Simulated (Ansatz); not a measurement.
# BS (doublet): wave-function methods side by side, def2-TZVPP

An exercise on one series of results from a longer session: the logs are not shown, and one member is left open.

Method: def2-TZVPP, core rule «outside noble gas», up to 6 orbitals frozen; program: Ansatz 0.2.0, Gaussian basis.

To be run: UHF; ROHF; CCSD(T) on UHF.

**What is computed**

The geometry is a PBE0/def2-TZVP stationary point (not a proven minimum) of the parent state, kept for this charge and spin.

2 atoms, charge 0, spin multiplicity 2.

Atoms are counted from 1 here; the program's logs count them from 0.

Bond lengths: B1–S2 1.790 Å.

The first run:

in.yaml reads:

```yaml
crystal:
  periodic: [false, false, false]
  atoms:
    - {symbol: B, position_ang: [0.000000, 0.000000, 0.000000]}
    - {symbol: S, position_ang: [0.000000, 0.000000, 1.789500]}
basis:
  gaussian: {orbitals: def2-TZVPP}
magnetization: {spin_polarized: true, initial_magnetization: 1}
hamiltonian: {xc: hf}
output: {orbitals: {seedname: orbitals}}
```

On the command line:

```sh
ansatz run in.yaml --threads 1 --pin off --events-out ev --progress --plain --max-ram 4096MiB --backend cpu
```

Steps of the session up to this table: UHF; ROHF; CCSD(T) on UHF.

One table of the session follows, with a row left open; its other results are not shown here.

```
  method  from UCCSD(T) (kJ/mol)
    ROHF                  +726.2
     UHF                       ?
    UMP2                  +103.7
   UCCSD                   +47.9
UCCSD(T)                       0
```

**Question.** Estimate the row for UHF.

As computed: from UCCSD(T) (kJ/mol): +713.3. In the column «from UCCSD(T) (kJ/mol)» it lies between UMP2 (+103.7) and ROHF (+726.2).
